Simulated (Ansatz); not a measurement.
Start from `CC1=CC1C` and change one atom or group to get `CC1=CC1F`.

Ansatz, PBE0-D4/def2-TZVP geometries, multiplicity 1. 

```tsv
property	`CC1=CC1C`
LUMO energy (PBE/def2-TZVPP) / eV	-0.54
LUMO energy (ωB97M-V/def2-TZVPP) / eV	2.62
HOMO–LUMO gap (ωB97M-V/def2-TZVPP) / eV	11.65
HOMO energy (PBE0/def2-TZVPP) / eV	-6.80
HOMO–LUMO gap (B3LYP/def2-TZVPP) / eV	6.87
HOMO energy (PBE/def2-TZVPP) / eV	-5.69
```

Problem. What does the change do to each property? (Estimate.)

Solution. Computed: 
```tsv
property	`CC1=CC1F`	shift
LUMO energy (PBE/def2-TZVPP) / eV	-0.98	-0.44
LUMO energy (ωB97M-V/def2-TZVPP) / eV	2.25	-0.37
HOMO–LUMO gap (ωB97M-V/def2-TZVPP) / eV	12.46	0.81
HOMO energy (PBE0/def2-TZVPP) / eV	-7.98	-1.18
HOMO–LUMO gap (B3LYP/def2-TZVPP) / eV	7.59	0.72
HOMO energy (PBE/def2-TZVPP) / eV	-6.58	-0.89
```

With PBE0 the HOMO falls by 1.18 eV and the LUMO falls by 0.43 eV, so the gap widens by about 0.75 eV. PBE moves the HOMO by -0.89 eV and ωB97M-V by -1.17 eV.

B3LYP here is the variant with VWN-RPA as its local correlation; programs differ in this.
